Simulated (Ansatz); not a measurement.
# N₂O, SMILES N#[N+][O-]: the interaction energy of a dimer with the counterpoise correction

Computed with Ansatz 0.2.0, Python API.

The cells in order, each with its output:

In [1]:
```python
import ansatz as az
import numpy as np
```

In [2]:
```python
BASIS = "cc-pVDZ"
FUNCTIONAL = "r2scan"

FIRST = [
    ("N", (-0.5043, 0.9869, -0.1655)),
    ("N", (-0.0067, 0.0131, -0.0022)),
    ("O", (0.511, -1.0, 0.1677)),
]
SECOND = [
    ("N", (1.6739, -3.1159, 2.5457)),
    ("N", (0.5845, -2.9286, 2.5758)),
    ("O", (-0.5487, -2.7338, 2.6071)),
]

def energy(atoms, ghosts=()):
    molecule = az.Crystal.molecule()
    for symbol, xyz in atoms:
        molecule = molecule.atom(symbol, xyz)
    calc = (
        molecule.calculation()
        .basis(gaussian=BASIS)
        .functional(FUNCTIONAL)
    )
    deck = calc.input()
    if ghosts:
        deck = deck.set(az.key.basis.gaussian.ghost_atoms, [{"symbol": s, "position_ang": list(xyz)} for s, xyz in ghosts])
    return az.Session.from_dict(deck).plan().execute().report["free_energy_ev"]
```

In [3]:
```python
# monomers in their own basis and in the basis of the dimer
direction = np.array([0.1446, -0.7427, 0.6539])
print("shift (A)   counterpoise-corrected interaction (kcal/mol)")
for shift in (-0.3, 0.0, 0.4, 1.0, 2.0):
    moved = [(s, tuple(np.round(np.array(xyz) + shift * direction, 4))) for s, xyz in SECOND]
    gain = energy(FIRST + moved) - energy(FIRST, moved) - energy(moved, FIRST)
    print(f"{shift:8.2f} {23.060548 * gain:14.3f}")
```
```text
shift (A)   counterpoise-corrected interaction (kcal/mol)
   -0.30         -0.520
    0.00         -0.676
    0.40         -0.406
    1.00         -0.151
    2.00         -0.048
```

What to keep in mind:
- The dimer is a generated trial pose of unrelaxed monomers, not a minimum, so the figure is no binding energy, and the basis set is small.
- This level lacks the dispersion part of the attraction (electrostatics and induction are there), which can decide the sign where the interaction is weak.
- The whole script took 60 s on 1 thread of Arm Neoverse N1, with other jobs on the host, peak memory 0.2 GiB.
